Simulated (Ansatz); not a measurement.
in.yaml

```yaml
crystal:
  periodic: [false, false, false]
  atoms:
    - {symbol: C, position_ang: [0.000000, 0.562501, 2.898860]}
    - {symbol: Ga, position_ang: [0.000000, -0.184109, 1.073946]}
    - {symbol: Ga, position_ang: [0.000000, 0.068259, -1.569961]}
    - {symbol: H, position_ang: [0.000000, 1.310927, -0.231782]}
basis:
  gaussian: {orbitals: cc-pVDZ}
magnetization: {spin_polarized: true, initial_magnetization: 3}
correlation: {method: mp2, electrons: outside_noble_gas}
```

```sh
$ ansatz run in.yaml --threads 1 --pin off --events-out ev --progress --plain --max-ram 2393MiB
```

Log:

```
823 factors; integrals over basis functions are off by at most 1.0e-3 eV
mean field evaluation 1: about -105706.4823 eV, gradient 1.1e1 eV
mean field evaluation 2: about -105706.4887 eV, gradient 1.1e1 eV
mean field evaluation 4: about -105708.3585 eV, gradient 2.5e0 eV
mean field evaluation 8: about -105708.7213 eV, gradient 1.9e-1 eV
mean field evaluation 16: about -105708.1295 eV, gradient 2.9e0 eV
mean field evaluation 32: about -105708.6915 eV, gradient 3.9e-1 eV
mean field -105708.72325463 eV, -3884.7239276615 hartree, gradient 1.8e-6 eV, S^2 3.799343; 7 other end points of the search recorded, 0 dependent functions left out
29 core orbitals not correlated: weight in the atoms' cores, before any rotation towards them, 0.996 or more for the frozen orbitals, at most 0.006 for the correlated occupied ones
reference -105708.72325463 eV, -3884.7239276615 hartree; 7, 4 occupied and 37, 40 virtual orbitals, 823 factors
second order -4.47926216 eV of doubles, -0.00000000 eV of singles
Total energy: -105713.20251679 eV, -3884.8885375097 hartree
```

Ran on 1 thread of Arm Neoverse V1, shared host: 8 s wall, 0.21 GiB peak host memory.
